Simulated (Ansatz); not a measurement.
Cost and result for the atomization energy of C₃H₉NO (`CNCOC`) (14 atoms, 13 bonds).

```
atom   x (Å)   y (Å)   z (Å)
  C1   0.537  -0.421   1.714
  N2   1.110  -0.044   0.439
  C3   0.521  -0.664  -0.699
  O4  -0.878  -0.501  -0.863
  C5  -1.252   0.815  -1.158
  H6  -0.526  -0.169   1.824
  H7   0.634  -1.503   1.842
  H8   1.095   0.058   2.520
  H9   1.171   0.958   0.336
 H10   1.037  -0.293  -1.596
 H11   0.661  -1.745  -0.627
 H12  -2.322   0.812  -1.368
 H13  -0.721   1.196  -2.043
 H14  -1.067   1.502  -0.321
```

Total charge 0; spin multiplicity 1. The geometry is a stationary point of PBE0-D4/def2-TZVP. It is one conformer, not always the lowest. Program: Ansatz. All runs use 4 threads of an Arm Neoverse V2 on a shared host. Times are those of one run each, without the atoms' runs, and a repeat can differ threefold. Electronic energies, without spin–orbit coupling; frozen cores. CCSD(T)/CBS adds CCSD(T) − MP2 in def2-TZVPP to the MP2 limit, and its time is that of the two runs behind it. T1 = 0.010. B3LYP takes the VWN-RPA correlation (the form of Gaussian; ORCA's B3LYP/G).

CCSD(T)/CBS is a level of theory with its own doubt, some kJ/mol a heavy atom from the limit and from the frozen cores, so smaller differences don't rank the functionals.

```tsv
level	functions	wall time
PBE0-D4/def2-TZVPP	281	2.5 s
BHLYP-D4/def2-TZVPP	281	2.7 s
CAM-B3LYP-D4/def2-TZVPP	281	2.9 s
PBE-D4/def2-TZVPP (with forces)	281	3.4 s
r2SCAN-D4/def2-TZVPP (with forces)	281	4.1 s
B3LYP-D4/def2-TZVPP (with forces)	281	4.1 s
PBE-QIDH/def2-TZVPP	281	5.5 s
CCSD(T)/def2-SVP	115	7.5 s
B97M-V/def2-TZVPP	281	8.5 s
ωB97M-V/def2-TZVPP (with forces)	281	10 s
MP2/def2-QZVPP	555	27 s
CCSD(T)/def2-TZVPP	281	4 min
CCSD(T)/CBS(def2)	–	4.4 min
```

Question: What atomization energy does each give, and how far from CCSD(T)/CBS? (Best estimate.)

Answer: Computed: 
```tsv
level	atomization (kcal/mol)	difference from CCSD(T)/CBS	per bond
PBE0-D4/def2-TZVPP	1264.2	5.1	0.4
BHLYP-D4/def2-TZVPP	1223.4	-35.7	-2.7
CAM-B3LYP-D4/def2-TZVPP	1269.0	9.9	0.8
PBE-D4/def2-TZVPP (with forces)	1288.5	29.4	2.3
r2SCAN-D4/def2-TZVPP (with forces)	1258.7	-0.4	0.0
B3LYP-D4/def2-TZVPP (with forces)	1262.8	3.7	0.3
PBE-QIDH/def2-TZVPP	1250.3	-8.8	-0.7
CCSD(T)/def2-SVP	1198.4	-60.7	-4.7
B97M-V/def2-TZVPP	1257.8	-1.3	-0.1
ωB97M-V/def2-TZVPP (with forces)	1263.8	4.7	0.4
MP2/def2-QZVPP	1260.2	1.1	0.1
CCSD(T)/def2-TZVPP	1227.5	-31.6	-2.4
CCSD(T)/CBS(def2)	1259.1	0.0	0.0
```

The D4 term adds +8.6 kcal/mol with B3LYP and +4.6 kcal/mol with PBE0; it sums over pairs of atoms, weighted by their polarisabilities, and B3LYP, whose exchange is more repulsive, gets the larger term. From r2SCAN to r2SCAN0 (25 % exact exchange), in def2-TZVPP and without D4, the atomization energy moves by −18.2 kcal/mol: exact exchange takes away binding that semilocal exchange gives to molecules. At CCSD(T), def2-SVP lies −60.7 kcal/mol from the extrapolated value and def2-TZVPP −31.6 kcal/mol: correlation converges slowly with the basis, and small sets miss more of it in the bonded molecule than in its fragments.
